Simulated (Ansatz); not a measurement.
**C6H6 (fulvene), step by step**

Wanted: energy and forces (PBE/splines), then energy and forces (PBE/cc-pVDZ), then energy and forces (PBE/cc-pVTZ), then energy and gradient (PBE/aug-cc-pVTZ), then energy and forces (PBE/6-31G*) of C6H6 (fulvene). 

Program for the calculation: Ansatz 0.2.0.

## 1. Starting point

The species is C6H6 (12 atoms), meant as a singlet with charge 0. As SMILES, `C=C1C=CC=C1`. The coordinates come from a PBE0-D4/def2-TZVP relaxation.

Bond lengths: C1–C2 1.336 Å, C2–C3 1.465 Å, C3–C4 1.346 Å, C4–C5 1.466 Å, C2–C6 1.465 Å, C5–C6 1.346 Å, C1–H7 1.084 Å, C1–H8 1.084 Å, C3–H9 1.081 Å, C4–H10 1.082 Å, C5–H11 1.082 Å, C6–H12 1.081 Å. Some angles: C1–C2–C3 126.8°, C1–C2–C6 126.8°, C3–C2–C6 106.3°, C2–C3–C4 107.8°, C3–C4–C5 109.0°, C4–C5–C6 109.0°, C2–C6–C5 107.8°, C2–C1–H7 121.3°, C2–C1–H8 121.3°, C2–C3–H9 124.6°.

## 2. Energy and gradient at PBE/splines (accuracy low, spline vacuum 4 angstrom) (run 1)

Input file run.yaml:

```yaml
crystal:
  periodic: [false, false, false]
  atoms:
    - {symbol: C, position_ang: [-0.818100, -1.597600, 0.906600]}
    - {symbol: C, position_ang: [-0.269900, -0.537800, 0.305500]}
    - {symbol: C, position_ang: [0.652900, 0.430400, 0.902600]}
    - {symbol: C, position_ang: [0.964800, 1.337500, -0.041700]}
    - {symbol: C, position_ang: [0.261500, 0.997400, -1.282700]}
    - {symbol: C, position_ang: [-0.471600, -0.113400, -1.081700]}
    - {symbol: H, position_ang: [-1.493400, -2.259800, 0.376500]}
    - {symbol: H, position_ang: [-0.605400, -1.830200, 1.944100]}
    - {symbol: H, position_ang: [1.002400, 0.394600, 1.924400]}
    - {symbol: H, position_ang: [1.624900, 2.186300, 0.076600]}
    - {symbol: H, position_ang: [0.333200, 1.561600, -2.202900]}
    - {symbol: H, position_ang: [-1.104400, -0.624200, -1.793300]}
basis:
  splines: {vacuum: 4}
hamiltonian:
  xc: pbe
accuracy: low
output:
  forces: true
```

On the command line:

```console
$ ansatz run run.yaml --threads 1 --pin off --max-ram 2610MiB --events-out events.jsonl --progress --plain --runs-dir runs
```

Standard output:

```text
Warning: RAYON_NUM_THREADS=1 ignored (pool sized by the plan → 1); use --threads N
[... 18 lines left out ...]
Total energy: -6312.652082 eV
[... 11 lines left out ...]
Atom 11 at    -1.104400    -0.624200    -1.793300 Å, force    -0.130064    -0.108583    -0.139467 eV/Å
```

It took 50 s on 1 thread of Arm Neoverse V1, shared host; peak memory 1.1 GiB.

## 3. Energy and forces at PBE/cc-pVDZ (run 2)

Input file in.yaml:

```yaml
crystal:
  periodic: [false, false, false]
  atoms:
    - {symbol: C, position_ang: [-0.818100, -1.597600, 0.906600]}
    - {symbol: C, position_ang: [-0.269900, -0.537800, 0.305500]}
    - {symbol: C, position_ang: [0.652900, 0.430400, 0.902600]}
    - {symbol: C, position_ang: [0.964800, 1.337500, -0.041700]}
    - {symbol: C, position_ang: [0.261500, 0.997400, -1.282700]}
    - {symbol: C, position_ang: [-0.471600, -0.113400, -1.081700]}
    - {symbol: H, position_ang: [-1.493400, -2.259800, 0.376500]}
    - {symbol: H, position_ang: [-0.605400, -1.830200, 1.944100]}
    - {symbol: H, position_ang: [1.002400, 0.394600, 1.924400]}
    - {symbol: H, position_ang: [1.624900, 2.186300, 0.076600]}
    - {symbol: H, position_ang: [0.333200, 1.561600, -2.202900]}
    - {symbol: H, position_ang: [-1.104400, -0.624200, -1.793300]}
basis:
  gaussian:
    orbitals: cc-pVDZ
total_charge: 0
hamiltonian:
  xc: {name: PBE}
output: {forces: true, orbitals: {seedname: orbitals}}
```

On the command line:

```console
$ ansatz run in.yaml --threads 1 --pin off --max-ram 2610MiB --events-out events.jsonl --progress --plain --runs-dir runs
```

Standard output:

```text
Warning: RAYON_NUM_THREADS=1 ignored (pool sized by the plan → 1); use --threads N
[... 6 lines left out ...]
1428 factors; their error is unknown
[... 8 lines left out ...]
Total energy: -6310.16154940 eV, -231.8941597595 hartree
[... 12 lines left out ...]
Dipole moment:    -0.050444    -0.097585     0.055315 e Å
```

Run time: 4.8 s. Hardware: 1 thread of Arm Neoverse V1, shared host; peak memory 0.14 GiB.

## 4. Energy and forces at PBE/cc-pVTZ (run 3)

in.yaml, as its differences from that of step 3:

```diff
@@ -17,6 +17,8 @@
   gaussian:
-    orbitals: cc-pVDZ
-total_charge: 0
+    orbitals: cc-pVTZ
+magnetization:
+  spin_polarized: false
+  initial_magnetization: 0
 hamiltonian:
-  xc: {name: PBE}
+  xc: pbe
 output: {forces: true, orbitals: {seedname: orbitals}}
```

On the command line:

```console
$ ansatz run in.yaml --threads 1 --pin off --max-ram 2610MiB --events-out events.jsonl --progress --plain --runs-dir runs
```

Standard output:

```text
Warning: RAYON_NUM_THREADS=1 ignored (pool sized by the plan → 1); use --threads N
[... 6 lines left out ...]
1344 factors; their error is unknown
[... 8 lines left out ...]
Total energy: -6311.94111200 eV, -231.9595574787 hartree
[... 12 lines left out ...]
Dipole moment:    -0.049914    -0.096578     0.054738 e Å
```

Run time: 9.9 s. Hardware: 1 thread of Arm Neoverse V1, shared host; peak memory 0.33 GiB.

## 5. Energy and forces at PBE/aug-cc-pVTZ (run 5)

Input file input.yaml:

```yaml
crystal:
  periodic: [false, false, false]
  atoms:
    - {symbol: C, position_ang: [-0.818100, -1.597600, 0.906600]}
    - {symbol: C, position_ang: [-0.269900, -0.537800, 0.305500]}
    - {symbol: C, position_ang: [0.652900, 0.430400, 0.902600]}
    - {symbol: C, position_ang: [0.964800, 1.337500, -0.041700]}
    - {symbol: C, position_ang: [0.261500, 0.997400, -1.282700]}
    - {symbol: C, position_ang: [-0.471600, -0.113400, -1.081700]}
    - {symbol: H, position_ang: [-1.493400, -2.259800, 0.376500]}
    - {symbol: H, position_ang: [-0.605400, -1.830200, 1.944100]}
    - {symbol: H, position_ang: [1.002400, 0.394600, 1.924400]}
    - {symbol: H, position_ang: [1.624900, 2.186300, 0.076600]}
    - {symbol: H, position_ang: [0.333200, 1.561600, -2.202900]}
    - {symbol: H, position_ang: [-1.104400, -0.624200, -1.793300]}
basis:
  gaussian:
    orbitals: aug-cc-pVTZ
output: {forces: true, orbitals: {seedname: orbitals}}
hamiltonian:
  xc: pbe
```

On the command line:

```console
$ ansatz run input.yaml --threads 1 --pin off --max-ram 2610MiB --events-out events.jsonl --progress --plain --runs-dir runs
```

Standard output:

```text
Warning: RAYON_NUM_THREADS=1 ignored (pool sized by the plan → 1); use --threads N
[... 6 lines left out ...]
1566 factors; their error is unknown
[... 8 lines left out ...]
Total energy: -6312.01507185 eV, -231.9622754532 hartree
[... 12 lines left out ...]
Dipole moment:    -0.051213    -0.099098     0.056161 e Å
```

Wall time 27 s (1 thread of Arm Neoverse V1, shared host); peak memory 0.75 GiB.

## 6. Energy and gradient at PBE/6-31G(d) (Cartesian functions) (run 8)

Input file job.yaml:

```yaml
crystal:
  periodic: [false, false, false]
  atoms:
    - {symbol: C, position_ang: [-0.818100, -1.597600, 0.906600]}
    - {symbol: C, position_ang: [-0.269900, -0.537800, 0.305500]}
    - {symbol: C, position_ang: [0.652900, 0.430400, 0.902600]}
    - {symbol: C, position_ang: [0.964800, 1.337500, -0.041700]}
    - {symbol: C, position_ang: [0.261500, 0.997400, -1.282700]}
    - {symbol: C, position_ang: [-0.471600, -0.113400, -1.081700]}
    - {symbol: H, position_ang: [-1.493400, -2.259800, 0.376500]}
    - {symbol: H, position_ang: [-0.605400, -1.830200, 1.944100]}
    - {symbol: H, position_ang: [1.002400, 0.394600, 1.924400]}
    - {symbol: H, position_ang: [1.624900, 2.186300, 0.076600]}
    - {symbol: H, position_ang: [0.333200, 1.561600, -2.202900]}
    - {symbol: H, position_ang: [-1.104400, -0.624200, -1.793300]}
basis:
  gaussian: {orbitals: "6-31G*"}
hamiltonian: {xc: {name: PBE}}
output: {forces: true, orbitals: {seedname: orbitals}}
```

On the command line:

```console
$ ansatz run job.yaml --threads 1 --pin off --max-ram 2610MiB --events-out events.jsonl --progress --plain --runs-dir runs
```

Standard output:

```text
Warning: RAYON_NUM_THREADS=1 ignored (pool sized by the plan → 1); use --threads N
[... 6 lines left out ...]
1242 factors; their error is unknown
[... 8 lines left out ...]
Total energy: -6309.72120824 eV, -231.8779775201 hartree
[... 12 lines left out ...]
Dipole moment:    -0.050108    -0.096933     0.054948 e Å
```

Run time: 4.2 s. Hardware: 1 thread of Arm Neoverse V1, shared host; peak memory 0.13 GiB.

## 7. Results

| quantity | value |
| --- | --- |
| run 1, PBE/splines: total energy | -231.98569 Eh |
| run 1, PBE/splines: HOMO energy | -5.40 eV |
| run 1, PBE/splines: LUMO energy | -2.84 eV |
| run 1, PBE/splines: HOMO–LUMO gap | 2.56 eV |
| run 1, PBE/splines: largest force on an atom | 0.454 eV/Å |
| run 2, PBE/cc-pVDZ: total energy | -231.89416 Eh |
| run 2, PBE/cc-pVDZ: dipole moment | 0.59 D |
| run 2, PBE/cc-pVDZ: HOMO energy | -5.20 eV |
| run 2, PBE/cc-pVDZ: LUMO energy | -2.61 eV |
| run 2, PBE/cc-pVDZ: HOMO–LUMO gap | 2.59 eV |
| run 2, PBE/cc-pVDZ: largest force on an atom | 0.644 eV/Å |
| run 3, PBE/cc-pVTZ: total energy | -231.95956 Eh |
| run 3, PBE/cc-pVTZ: dipole moment | 0.58 D |
| run 3, PBE/cc-pVTZ: HOMO energy | -5.32 eV |
| run 3, PBE/cc-pVTZ: LUMO energy | -2.75 eV |
| run 3, PBE/cc-pVTZ: HOMO–LUMO gap | 2.58 eV |
| run 3, PBE/cc-pVTZ: largest force on an atom | 0.438 eV/Å |
| run 5, PBE/aug-cc-pVTZ: total energy | -231.96228 Eh |
| run 5, PBE/aug-cc-pVTZ: dipole moment | 0.60 D |
| run 5, PBE/aug-cc-pVTZ: HOMO energy | -5.40 eV |
| run 5, PBE/aug-cc-pVTZ: LUMO energy | -2.84 eV |
| run 5, PBE/aug-cc-pVTZ: HOMO–LUMO gap | 2.56 eV |
| run 5, PBE/aug-cc-pVTZ: largest force on an atom | 0.457 eV/Å |
| run 8, PBE/6-31G*: total energy | -231.87798 Eh |
| run 8, PBE/6-31G*: dipole moment | 0.59 D |
| run 8, PBE/6-31G*: HOMO energy | -5.00 eV |

What this shows: The largest force (run 1, PBE/splines) is 0.45 eV/Å: the shape isn't a stationary point for this species at this level. The largest force (run 8, PBE/6-31G*) is 0.63 eV/Å: the shape isn't a stationary point for this species at this level. The largest force (run 5, PBE/aug-cc-pVTZ) is 0.46 eV/Å: the shape isn't a stationary point for this species at this level. The largest force (run 3, PBE/cc-pVTZ) is 0.44 eV/Å: the shape isn't a stationary point for this species at this level. The largest force (run 2, PBE/cc-pVDZ) is 0.64 eV/Å: the shape isn't a stationary point for this species at this level. The accuracy setting (run 1, PBE/splines) is loose, so the last digits carry no meaning.
